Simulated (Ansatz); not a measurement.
# C₃H₅O radical: one species, many methods

The task here is to estimate one member of a computed series from the others.

Computed with Ansatz 0.2.0, Gaussian basis. Level: functionals in def2-TZVPP, the program's frozen cores in correlated methods.

The runs, in order: LDA (SPW92), PBE-D4, revPBE-D4, BLYP-D4, r2SCAN-D4, B97M-V, PBE0-D4, B3LYP-D4, r2SCANh-D4, r2SCAN0-D4, HSE06-D4, BHLYP-D4, CAM-B3LYP-D4, LC-ωPBE, ωB97X-V, ωB97M-V, B2PLYP, PBE-QIDH; CCSD(T)/def2-SVP; CCSD(T)/def2-TZVPP; MP2/def2-QZVPP; extrapolation to the limit; RPA on PBE.

## The relaxed structure

An earlier PBE0-D4 in a triple-zeta def2 set relaxation fixed the geometry.

SMILES `[CH2]OC=C`, 9 atoms, charge 0, spin multiplicity 2.

Atoms are counted from 1 here; the program's logs count them from 0.

Bond lengths: C1–O2 1.351 Å, C1–H5 1.078 Å, C1–H6 1.083 Å, O2–C3 1.355 Å, C3–C4 1.324 Å, C3–H7 1.087 Å, C4–H8 1.080 Å, C4–H9 1.082 Å. Angles: O2–C1–H5 114.0°, O2–C1–H6 118.6°, H5–C1–H6 122.9°, C1–O2–C3 118.2°, O2–C3–C4 121.9°, O2–C3–H7 115.0°, C4–C3–H7 123.1°, C3–C4–H8 119.5°, C3–C4–H9 121.5°, H8–C4–H9 119.0°.

As a file:

```xyz
9

C    -0.14041    1.80381   -0.14206
O     0.25351    0.58015   -0.55648
C    -0.00971   -0.48200    0.24180
C     0.36769   -1.70941   -0.08069
H    -0.00526    2.58026   -0.87825
H    -0.87096    1.87029    0.65533
H    -0.54886   -0.24733    1.15653
H     0.13390   -2.52940    0.58264
H     0.90851   -1.91256   -0.99592
```

Set-up of the first run:

Contents of in.yaml:

```yaml
crystal:
  periodic: [false, false, false]
  atoms:
    - {symbol: C, position_ang: [-0.140407, 1.803807, -0.142057]}
    - {symbol: O, position_ang: [0.253509, 0.580147, -0.556480]}
    - {symbol: C, position_ang: [-0.009715, -0.482002, 0.241796]}
    - {symbol: C, position_ang: [0.367686, -1.709413, -0.080688]}
    - {symbol: H, position_ang: [-0.005264, 2.580255, -0.878247]}
    - {symbol: H, position_ang: [-0.870959, 1.870289, 0.655326]}
    - {symbol: H, position_ang: [-0.548857, -0.247327, 1.156533]}
    - {symbol: H, position_ang: [0.133898, -2.529400, 0.582637]}
    - {symbol: H, position_ang: [0.908508, -1.912556, -0.995919]}
basis:
  gaussian: {orbitals: def2-TZVPP}
magnetization: {spin_polarized: true, initial_magnetization: 1}
hamiltonian: {xc: lda}
output: {orbitals: {seedname: orbitals}}
```

Among the steps run: LDA; PBE-D4 (GGA); revPBE-D4 (GGA); BLYP-D4 (GGA); r2SCAN-D4 (meta-GGA); B97M-V (meta-GGA); PBE0-D4 (hybrid); B3LYP-D4 (hybrid); r2SCANh-D4 (hybrid); r2SCAN0-D4 (hybrid); HSE06-D4 (hybrid); BHLYP-D4 (hybrid); CAM-B3LYP-D4 (range-separated); LC-ωPBE-D4 (range-separated; the results give it without D4); ωB97X-V (range-separated); ωB97M-V (range-separated); B2PLYP (double hybrid); PBE-QIDH (double hybrid).

One of the session's tables, all rows but one given; the rest of the session is left out.

It belongs to the step «Orbital energies across the functionals». 

```
  functional  HOMO (eV)  gap (eV)
 LDA (SPW92)      -3.98      1.22
      PBE-D4      -3.96      1.69
   revPBE-D4      -3.91      1.78
     BLYP-D4      -3.80      1.54
   r2SCAN-D4      -4.35      2.74
      B97M-V      -4.18      2.22
     PBE0-D4      -5.31      4.30
    B3LYP-D4          ?         ?
  r2SCANh-D4      -4.85      3.67
  r2SCAN0-D4      -5.61      5.06
    HSE06-D4      -4.90      3.50
    BHLYP-D4      -6.54      6.66
CAM-B3LYP-D4      -6.65      6.65
     LC-ωPBE      -8.07      9.55
     ωB97X-V      -7.56      8.61
     ωB97M-V      -7.39      8.26
```

Estimate the missing values for B3LYP-D4.

Worked estimate for «HOMO (eV)». Against the share of exact exchange, BLYP-D4 (0, -3.80), BHLYP-D4 (0.5, -6.54) give a slope of -5.48 per unit share; at 0.2 the line stands at -4.90.

The run gave: HOMO (eV): -5.03; gap (eV): 3.56. In «HOMO (eV)» the line misses by +0.13.
